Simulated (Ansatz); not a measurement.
# C₂H₄FNOS: how energies converge with the basis set

One table from this session's results is given with a row withheld; the runs are named, their logs left out.

The runs use Ansatz 0.2.0, Gaussian basis; one geometry, several basis sets.

Levels to be run: PBE0-D4/def2-SVP; ωB97M-V/def2-SVP; PBE0-D4/def2-QZVPP; ωB97M-V/def2-QZVPP; the functionals' def2-TZVPP values are taken from earlier runs.

## Structure used throughout

The geometry comes from an earlier relaxation with PBE0-D4 in a triple-zeta def2 set; it is a stationary point, not always the lowest conformer.

SMILES `N/C(S)=C(\O)F`, 10 atoms, charge 0, spin multiplicity 1.

Atoms are counted from 1 here; the program's logs count them from 0.

Bond lengths: N1–C2 1.401 Å, N1–H7 1.011 Å, N1–H8 1.011 Å, C2–S3 1.751 Å, C2–C4 1.332 Å, S3–H9 1.347 Å, C4–O5 1.345 Å, C4–F6 1.334 Å, O5–H10 0.964 Å. Angles: C2–N1–H7 112.3°, C2–N1–H8 112.0°, H7–N1–H8 110.9°, N1–C2–S3 117.1°, N1–C2–C4 122.2°, S3–C2–C4 120.6°, C2–S3–H9 96.0°, C2–C4–O5 123.2°, C2–C4–F6 123.5°, O5–C4–F6 113.2°, C4–O5–H10 109.3°.

The first run:

Input file in.yaml:

```yaml
crystal:
  periodic: [false, false, false]
  atoms:
    - {symbol: N, position_ang: [-0.079859, -1.313642, -0.557891]}
    - {symbol: C, position_ang: [0.152469, -0.250650, 0.324581]}
    - {symbol: S, position_ang: [0.784262, -0.651419, 1.907948]}
    - {symbol: C, position_ang: [-0.119729, 1.013101, 0.002381]}
    - {symbol: O, position_ang: [-0.600654, 1.378974, -1.199328]}
    - {symbol: F, position_ang: [-0.029306, 2.027846, 0.863460]}
    - {symbol: H, position_ang: [-0.366164, -0.995347, -1.474270]}
    - {symbol: H, position_ang: [0.717238, -1.932765, -0.623253]}
    - {symbol: H, position_ang: [-0.175094, -1.543219, 2.221676]}
    - {symbol: H, position_ang: [-0.200063, 2.216023, -1.462204]}
basis:
  gaussian: {orbitals: def2-SVP}
hamiltonian: {xc: pbe0, dispersion: d4}
output: {orbitals: {seedname: orbitals}}
```

On the command line:

```bash
$ ansatz run in.yaml --threads 4 --pin off --events-out ev --progress --plain --max-ram 10444MiB
```

Among the steps run: PBE0-D4 in def2-SVP; ωB97M-V in def2-SVP; PBE0-D4 in def2-QZVPP; ωB97M-V in def2-QZVPP.

One table of the session follows, with a row left open; its other results are not shown here.

It belongs to the step «Density functionals: the series». 

```
functional       basis  HOMO (eV)  LUMO (eV)
   PBE0-D4    def2-SVP      -5.64       0.90
   PBE0-D4  def2-TZVPP      -5.86       0.41
   PBE0-D4  def2-QZVPP      -5.92       0.13
   ωB97M-V    def2-SVP      -7.77       2.94
   ωB97M-V  def2-TZVPP          ?          ?
   ωB97M-V  def2-QZVPP      -8.10       1.41
```

Q: Estimate the row for ωB97M-V, def2-TZVPP from the others.

The run gave: HOMO (eV): -8.03; LUMO (eV): 2.08. In the column «HOMO (eV)» it lies between ωB97M-V, def2-QZVPP (-8.10) and ωB97M-V, def2-SVP (-7.77).
